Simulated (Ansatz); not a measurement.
Basis-set extrapolation for `O=CC=O` (PBE0-D4/def2-TZVP geometry, frozen core, the Gaussian-basis code of Ansatz). Multiplicity 1, RHF reference.

```
                      def2-TZVPP   def2-QZVPP
                 HF  -226.687449  -226.697739
    MP2 correlation    -0.761971    -0.818745
CCSD(T) correlation    -0.806704    -0.859172
```

Energies in hartree. Use E(X) = E(∞) + A·exp(−7.88·√X) for Hartree–Fock and E(X) = E(∞) + B·X^(−2.97) for correlation, with X = 3 and 4.

Q: What is the CCSD(T) energy at the basis-set limit?

A: HF limit: -226.697739 + (-0.010290) × 0.13774 = -226.69916. Correlation limit: -0.859172 + (-0.052468) × 0.74074 = -0.89804. Total: -227.59720 hartree, 270.5 kJ/mol below CCSD(T)/def2-TZVPP.
